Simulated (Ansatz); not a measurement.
Basis-set series for silicon tetrachloride (`Cl[Si](Cl)(Cl)Cl`). Total charge 0; spin multiplicity 1. Geometry: relaxed with PBE0-D4/def2-TZVP.

| functional | basis | functions | energy (Eh) | HOMO (eV) | LUMO (eV) |
| --- | --- | --- | --- | --- | --- |
| PBE0-D4 | def2-TZVPP | 210 | -2129.85829 | -9.54 | -0.56 |
| PBE0-D4 | def2-QZVPP | 350 | -2129.92174 | -9.57 | -0.72 |
| ωB97M-V | def2-TZVPP | 210 | -2130.47648 | -11.77 | 1.54 |
| ωB97M-V | def2-QZVPP | 350 | -2130.53656 | -11.82 | 1.21 |

Problem. Give the rows for def2-SVP. (An estimate is asked.)

Solution. Computed: 
| functional | basis | functions | energy (Eh) | HOMO (eV) | LUMO (eV) |
| --- | --- | --- | --- | --- | --- |
| PBE0-D4 | def2-SVP | 90 | -2129.11314 | -9.45 | -0.21 |
| ωB97M-V | def2-SVP | 90 | -2129.74031 | -11.63 | 2.03 |

Positive LUMOs are unbound and depend on the basis.
